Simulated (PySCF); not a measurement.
# Isomerisation enthalpies of C3H6

**The experiment to reproduce.**

From Active Thermochemical Tables 1.112, for the gas at 298.15 K: enthalpy of formation of `C=CC` 20.37 ± 0.33 kJ/mol; enthalpy of formation of `C1CC1` (cyclopropane) 53.64 ± 0.52 kJ/mol.

The runs below try to reproduce these values; the comparison stands at the end.

Differences of these values give the isomerisation enthalpies. Geometries: PBE0-D3(BJ)/def2-SVP; runs in PySCF, gas phase, with a dispersion term only where the level names one. Total electronic energies (Eh):

```tsv
SMILES	PBE0-D3(BJ)/def2-SVP
C=CC	-117.67320
C1CC1	-117.66912
```

Geometry of `C=CC` (Å):
```
atom  x, y, z in Å
C1     1.292    0.125   -0.268
C2     0.226   -0.087    0.504
C3    -1.196   -0.009    0.058
H4     1.187    0.381   -1.328
H5     2.309    0.052    0.126
H6     0.387   -0.341    1.560
H7    -1.748    0.759    0.625
H8    -1.274    0.234   -1.012
H9    -1.721   -0.963    0.234
```

Geometry of `C1CC1` (Å):
```
atom  x, y, z in Å
C1    -0.7568   -0.4625    0.0209
C2     0.7374   -0.4655    0.1407
C3     0.0118    0.8122   -0.1556
H4    -1.3489   -0.5874    0.9316
H5    -1.2055   -0.9224   -0.8640
H6     1.1763   -0.5927    1.1342
H7     1.3196   -0.9276   -0.6613
H8    -0.0500    1.5667    0.6335
H9     0.0934    1.2319   -1.1620
```

Zero-point and thermal terms are left out, so the computed numbers are electronic energies.

## Comparison

Relative to `C=CC`, the lowest by measurement, in kJ/mol (measured: enthalpies at 298.15 K; computed: electronic energies):

| SMILES | measured | PBE0-D3(BJ)/def2-SVP |
| --- | --- | --- |
| C=CC | 0.0 | 0.0 |
| C1CC1 | 33.3 | 10.7 |

Measured values: 20.37 kJ/mol (298.15 K; Active Thermochemical Tables 1.112) for the first row; the others come from the same table. Unsigned miss: PBE0-D3(BJ)/def2-SVP 22.6 kJ/mol. Where a level misses, the cause wasn't examined.
